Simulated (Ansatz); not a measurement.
# LiSi: the cost of one run

The runs use Ansatz 0.2.0, Gaussian basis; the settings change from run to run.

68 further runs of the same task are left out: 40 for a known fault of the program, 21 that didn't finish, 7 set aside as unsound or not needed. Runs told in other sessions of the task aren't counted.

### 1 What is computed

The geometry derives from a PBE0/def2-TZVP stationary point (not a proven minimum). One bond is set to the value named and the two fragments are kept rigid.

2 atoms, charge 0, spin multiplicity 2.

Atoms are counted from 1 here; the program's logs count them from 0.

No contacts short enough for the rule that draws bonds.

### 2 CCSD on ROHF/cc-pVTZ-DK

The input, in.yaml:

```yaml
crystal:
  periodic: [false, false, false]
  atoms:
    - {symbol: Si, position_ang: [0.000000, 0.000000, 0.000000]}
    - {symbol: Li, position_ang: [0.000000, 0.000000, 5.388000]}
basis:
  gaussian: {orbitals: cc-pVTZ-DK}
magnetization: {spin_polarized: false, initial_magnetization: 1}
correlation: {method: ccsd, electrons: outside_noble_gas}
output: {forces: true}
```

On the command line:

```console
$ ansatz run in.yaml --threads 1 --pin off --events-out ev --progress --plain --max-ram 2393MiB
```

**Question.** How long does this run take on 1 thread of Arm Neoverse V1, shared host, and how much memory does it need?

About 18 s, with a peak of 0.27 GiB.
